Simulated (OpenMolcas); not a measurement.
**Worked example: ideal-gas entropy of CH4MgS (SMILES C[S][MgH])**

A singlet with charge 0, relaxed at HF/pcseg-0 (OpenMolcas 26.06):

```xyz
7

C    -0.8799    0.8930   -0.1229
S    -0.0517   -0.0392    1.3690
Mg    1.5166   -1.4655    0.3466
H    -1.3774    0.1864   -0.7728
H    -0.1382    1.4680   -0.6599
H    -1.6057    1.5554    0.3253
H     2.6536   -2.4990   -0.4027
```

Harmonic wavenumbers in cm⁻¹: 106, 130, 338, 340, 440, 661, 1005, 1024, 1454, 1627, 1639, 1671, 3240, 3328, 3345.

Masses in u: C 12.011, S 32.06, Mg 24.305, H 1.008. Take T = 298.15 K, p = 1 bar, R = 8.3145 J/(mol K), kT/hc = 207.22 cm⁻¹, rigid rotor and harmonic oscillator.

Task: Compute the standard molar entropy.

Result: 
1. Translation (Sackur–Tetrode): S = R[3/2 ln M + 5/2 ln T − 1.1517] with M = 72.408 gives 162.3 J/(mol K).
2. Rotation: principal moments 32.355, 132.850, 161.989 u Å² give A, B, C = 0.521, 0.1269, 0.1041 cm⁻¹; the symmetry number is σ = 1; q = (√π/σ)√((kT/hc)³/ABC) = 63731; S = R(ln q + 3/2) = 104.4.
3. Vibration: with u = ν̃/207.22, each mode gives R[u/(eᵘ − 1) − ln(1 − e⁻ᵘ)]; the sum is 42.3, most from 106 cm⁻¹ (14.0), 130 cm⁻¹ (12.3), 338 cm⁻¹ (5.1).
4. Electronic: R ln 1 = 0.0, from the spin multiplicity alone.
5. Sum: 162.3 + 104.4 + 42.3 + 0.0 = 309.0 J/(mol K).

No measured value is set beside it here. Where a soft mode is a torsion, a harmonic oscillator describes it poorly.
